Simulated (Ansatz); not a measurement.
The reference is AlAs in the zinc blende structure (space group F-43m, No. 216; a = 5.728 Å).

Method: Kohn–Sham DFT with the PBE functional, run in Ansatz (a first-principles code) with PAW and 420 eV plane waves, spin-orbit coupling left out, earlier PAW set.

| level | band gap | lattice parameter a |
|---|---|---|
| PBE | 1.50 eV | 5.728 Å |

Measured: band gap 2.28 eV (static lattice; corrected from measurement; as listed in Wei Chen et al., Physical Review Materials (2018)); lattice parameter a 5.649 Å (static lattice; corrected from measurement; as listed in Daniel Mejia-Rodriguez, S. B. Trickey, Phys. Rev. B (2018)).

Computed minus measured — band gap: PBE -0.78 eV; lattice parameter a: PBE +1.4 %. A measured gap can be an optical one, lowered by exciton binding. Levels without spin-orbit coupling miss its lowering of the gap, often about a third of the valence-band splitting.

Whether these cells are dynamically stable was not tested.
